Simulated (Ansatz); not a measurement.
# CH₂Mg+ (doublet): wave-function methods side by side, 6-31G

An exercise on one series of results from a longer session: the logs are not shown, and one member is left open.

Program: Ansatz 0.2.0, Gaussian basis. Level of theory: 6-31G, core rule «outside noble gas», up to 6 orbitals frozen. These are calculated values, not measurements.

To be run: UHF; CCSD(T) on ROHF; CCSD(T) on UHF; BCCD(T) on ROHF; CISD; CCSDT(Q) on ROHF; CCSDT(Q) on UHF; CISDTQ; CCSDTQ on ROHF; CCSDTQ on UHF; Full CI.

28 further runs of the same task are left out: 10 for a known fault of the program, 9 that didn't finish, 9 set aside as unsound or not needed.

### What is computed

The geometry is a PBE0/def2-TZVP stationary point (not a proven minimum) of the parent state, kept for this charge and spin.

4 atoms, charge 1, spin multiplicity 2.

Atoms are counted from 1 here; the program's logs count them from 0.

Bond lengths: C1–Mg2 2.007 Å, C1–H3 1.089 Å, Mg2–H4 1.696 Å. Angles: Mg2–C1–H3 180.0°, C1–Mg2–H4 180.0°.

Coordinates:

```xyz
4
CH2Mg
C     0.0000    0.0000    1.1554
Mg    0.0000    0.0000   -0.8516
H     0.0000    0.0000    2.2442
H     0.0000    0.0000   -2.5480
```

Set-up of the first run:

Contents of in.yaml:

```yaml
crystal:
  periodic: [false, false, false]
  atoms:
    - {symbol: C, position_ang: [0.000000, 0.000000, 1.155397]}
    - {symbol: Mg, position_ang: [0.000000, 0.000000, -0.851568]}
    - {symbol: H, position_ang: [0.000000, 0.000000, 2.244181]}
    - {symbol: H, position_ang: [0.000000, 0.000000, -2.548010]}
basis:
  gaussian: {orbitals: 6-31G}
total_charge: 1
magnetization: {spin_polarized: true, initial_magnetization: 1}
hamiltonian: {xc: hf}
output: {orbitals: {seedname: orbitals}}
```

Run with:

```sh
$ ansatz run in.yaml --threads 1 --pin off --events-out ev --progress --plain --max-ram 2393MiB
```

Among the steps run: UHF; CCSD(T) on ROHF; CCSD(T) on UHF; BCCD(T) on ROHF; CISD; CCSDT(Q) on ROHF; CCSDT(Q) on UHF; CISDTQ; CCSDTQ on ROHF; CCSDTQ on UHF; Full CI.

One table of the session follows, with a row left open; its other results are not shown here.

| method | from FCI (meV) |
| --- | --- |
| ROHF | +2289.6 |
| UHF | +2246.9 |
| RMP2 | +688.3 |
| UMP2 | +677.1 |
| CISD | +115.7 |
| RCCSD | ? |
| UCCSD | +32.8 |
| RCCSD(T) | +10.5 |
| UCCSD(T) | +10.3 |
| BCCD(T) | +10.4 |
| RCCSDT | +1.4 |
| UCCSDT | +1.2 |
| CISDTQ | +2.4 |
| RCCSDT(Q) | +0.4 |
| UCCSDT(Q) | +0.1 |
| RCCSDTQ | 0.0 |
| UCCSDTQ | -0.3 |
| FCI | 0 |

Q: Estimate the row for RCCSD from the others.

As computed: from FCI (meV): +32.9. In the column «from FCI (meV)» it lies between UCCSD (+32.8) and CISD (+115.7).

Caveats from the session: Levels on UHF freeze UHF's core orbitals, full CI those of ROHF, so the U rows can settle a little off it for that reason alone. Restricted and unrestricted rows rest on different reference determinants; where their highest levels disagree by more than a few hundredths of an eV, they describe different states and don't form one ladder.
